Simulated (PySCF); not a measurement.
**OF (Oxygen monofluoride) at U-revPBE/aug-cc-pVTZ**

What is the vertical electron affinity of OF (Oxygen monofluoride) at U-revPBE/aug-cc-pVTZ? The job is set up through a Python script.

The calculation is run with PySCF 2.14.0.

1 further run of the same task is left out (set aside as unsound or not needed).

### 1 The structure to begin with

The species is OF (2 atoms), meant as a doublet with charge 0. SMILES: `[O]F`. The coordinates come from a PBE0-D4/def2-TZVP relaxation.

Bond lengths: O1–F2 1.330 Å.

### 2 The energy at U-revPBE/aug-cc-pVTZ

Contents of run.py:

```python
# Oxygen monofluoride
from pyscf import gto, dft

system = gto.M(
    atom=[
    ('O', (0.000000, 0.000000, -0.015950)),
    ('F', (-0.000000, -0.000000, 1.314400)),
],
    max_memory=1860,
    spin=1,
    verbose=4,
    basis='aug-cc-pvtz',
)

mf = dft.UKS(system)
mf.xc = 'revpbe'
mf.conv_tol = 1e-10
mf.grids.level = 5
mf.kernel()
if not mf.converged:
    mf = mf.newton().run(mf.mo_coeff, mf.mo_occ)

etot = mf.e_tot
print('Final energy', etot)
```

The run is started by

```sh
$ OMP_NUM_THREADS=1 python run.py
```

The program printed:

```text
PySCF version 2.14.0

[INPUT] num. atoms = 2
[INPUT] num. electrons = 17
[INPUT] charge = 0
[INPUT] spin (= nelec alpha-beta = 2S) = 1
[INPUT] symmetry False subgroup None
[INPUT] Mole.unit = angstrom
[INPUT] Symbol           X                Y                Z      unit          X                Y                Z       unit  Magmom
[INPUT]  1 O      0.000000000000   0.000000000000  -0.015950000000 AA    0.000000000000   0.000000000000  -0.030141131687 Bohr   0.0
[INPUT]  2 F      0.000000000000   0.000000000000   1.314400000000 AA    0.000000000000   0.000000000000   2.483856018128 Bohr   0.0

nuclear repulsion = 28.6396506079152
number of shells = 26
number of NR pGTOs = 116
number of NR cGTOs = 92
basis = aug-cc-pvtz
ecp = {}

******** <class 'pyscf.dft.uks.UKS'> ********
method = UKS
initial guess = minao
damping factor = 0
level_shift factor = 0
DIIS = <class 'pyscf.scf.diis.CDIIS'>
diis_start_cycle = 1
diis_space = 8
diis_damp = 0
SCF conv_tol = 1e-10
SCF conv_tol_grad = None
SCF max_cycles = 50
direct_scf = True
direct_scf_tol = 1e-13
number electrons alpha = 9  beta = 8
XC library pyscf.dft.libxc version 7.0.0
    S. Lehtola, C. Steigemann, M. J.T. Oliveira, and M. A.L. Marques.,  SoftwareX 7, 1–5 (2018)
XC functionals = revpbe
    Y. Zhang and W. Yang.,  Phys. Rev. Lett. 80, 890 (1998)
    J. P. Perdew, K. Burke, and M. Ernzerhof.,  Phys. Rev. Lett. 77, 3865 (1996)
    J. P. Perdew, K. Burke, and M. Ernzerhof.,  Phys. Rev. Lett. 78, 1396 (1997)
radial grids:
    Treutler-Ahlrichs [JCP 102, 346 (1995); DOI:10.1063/1.469408] (M4) radial grids

becke partition: Becke, JCP 88, 2547 (1988); DOI:10.1063/1.454033
pruning grids: <function nwchem_prune>
grids dens level: 5
symmetrized grids: False
atomic radii adjust function: <function treutler_atomic_radii_adjust>
small_rho_cutoff = 0
Set gradient conv threshold to 1e-05
tot grids = 86856
init E= -175.058577837813
[... the frontier-level lines of each cycle are left out ...]



cycle= 1 E= -174.888696359252  delta_E= 0.17  |g|= 0.201  |ddm|=  0.8
cycle= 2 E= -174.860484230103  delta_E= 0.0282  |g|= 0.35  |ddm|= 0.235
cycle= 3 E= -174.894196683199  delta_E= -0.0337  |g|= 0.163  |ddm|= 0.19
cycle= 4 E= -174.902232300767  delta_E= -0.00804  |g|= 0.0194  |ddm|= 0.0632
cycle= 5 E= -174.902346718481  delta_E= -0.000114  |g|= 0.00213  |ddm|= 0.00856
cycle= 6 E= -174.902347952149  delta_E= -1.23e-06  |g|= 0.00186  |ddm|= 0.00222
cycle= 7 E= -174.902349140526  delta_E= -1.19e-06  |g|= 0.000346  |ddm|= 0.000934
cycle= 8 E= -174.902349189706  delta_E= -4.92e-08  |g|= 4.22e-05  |ddm|= 0.000223
cycle= 9 E= -174.902349190772  delta_E= -1.07e-09  |g|= 2.4e-05  |ddm|= 4.84e-05
cycle= 10 E= -174.902349191036  delta_E= -2.64e-10  |g|= 4.27e-06  |ddm|= 2.14e-05
cycle= 11 E= -174.902349191061  delta_E= -2.52e-11  |g|= 3e-06  |ddm|= 1.47e-05
Extra cycle  E= -174.902349191077  delta_E= -1.59e-11  |g|= 4.49e-06  |ddm|= 1.43e-05
converged SCF energy = -174.902349191077  <S^2> = 0.75227382  2S+1 = 2.0022725
Final energy -174.90234919107692
```

It took 8.4 s on 1 thread of Arm Neoverse V2, shared host; peak memory 0.43 GiB.

### 3 The singlet anion at the same level

Contents of job.py:

```python
from pyscf import gto, dft

molecule = gto.M(
    atom='O 0.000000 0.000000 -0.015950; F -0.000000 -0.000000 1.314400',
    basis='aug-cc-pvtz',
    max_memory=1860,
    verbose=3,
    charge=-1,
)

myscf = dft.RKS(molecule, xc='revpbe')
myscf.grids.level = 5
myscf.conv_tol = 1e-10
myscf.kernel()
if not myscf.converged:
    myscf = myscf.newton().run(myscf.mo_coeff, myscf.mo_occ)

e_tot = myscf.e_tot
print('E = %.10f Eh' % e_tot)
```

The run is started by

```sh
$ OMP_NUM_THREADS=1 python job.py
```

The program printed:

```text
converged SCF energy = -174.959273741516
E = -174.9592737415 Eh
```

It took 4.8 s on 1 thread of Arm Neoverse V2, shared host; peak memory 0.42 GiB.

### 4 Results

Level: U-revPBE/aug-cc-pVTZ.

| quantity | value |
| --- | --- |
| doublet OF: total energy | -174.90235 Eh |
| doublet OF: dipole moment | 0.25 D |
| doublet OF: HOMO energy (highest over α and β) | -6.95 eV |
| doublet OF: LUMO energy (lowest over α and β) | -6.29 eV |
| doublet OF: ⟨S²⟩ | 0.752 |
| singlet anion: total energy | -174.95927 Eh |
| singlet anion: HOMO energy | 2.85 eV |
| singlet anion: LUMO energy | 5.49 eV |
| singlet anion: HOMO–LUMO gap (to an unbound level, set by the basis) | 2.64 eV |
| vertical electron affinity (to the singlet anion) | 1.549 eV |

What this shows: At fixed nuclei the extra electron is bound by 1.55 eV (36 kcal/mol). The HOMO (singlet anion) lies at positive energy, 2.85 eV, as semi-local functionals often give for anions; only total energies tell whether the electron is bound.
